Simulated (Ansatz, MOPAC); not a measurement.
**CH5Si: which of these isomers lies lowest?**

2 of its isomers, all doublets with charge 0: A = `C[SiH2]`; B = `[CH2][SiH3]`.

Shapes, held fixed at every level: PBE0-D4/def2-TZVP. Programs: Ansatz 0.2.0, MOPAC 23.2.5.

Electronic energies in kJ/mol, without zero-point or thermal terms.

```json
{"level": "PM6", "kind": "semi-empirical", "B − A": "-19.2"}
{"level": "HF/def2-SVP", "kind": "Hartree–Fock", "B − A": "+23.0"}
{"level": "r2SCAN-D4/def2-TZVPP", "kind": "meta-GGA", "B − A": "+46.3"}
{"level": "wB97M-V/def2-TZVPP", "kind": "range-separated hybrid", "B − A": "+44.4"}
{"level": "wB97X-V/def2-TZVPP", "kind": "range-separated hybrid", "B − A": "+44.0"}
{"level": "B2PLYP/def2-TZVPP", "kind": "double hybrid", "B − A": "+46.3"}
{"level": "MP2/def2-SVP", "kind": "perturbation theory", "B − A": "+60.7"}
{"level": "CCSD(T)/CBS estimate", "kind": "coupled cluster or CI", "B − A": "+46.0"}
```

The highest level, CCSD(T)/CBS estimate, puts A lowest of these. PM6 puts B lowest. The B − A difference spans -19.2 to +60.7 kJ/mol over the levels. Open shells run unrestricted unless RO is named. The CBS estimate extrapolates MP2 from def2-TZVPP and def2-QZVPP and adds CCSD(T) − MP2 in the triple-zeta set, cores frozen. PM6 strays far from the other rows. NDDO rows are differences of heats of formation.
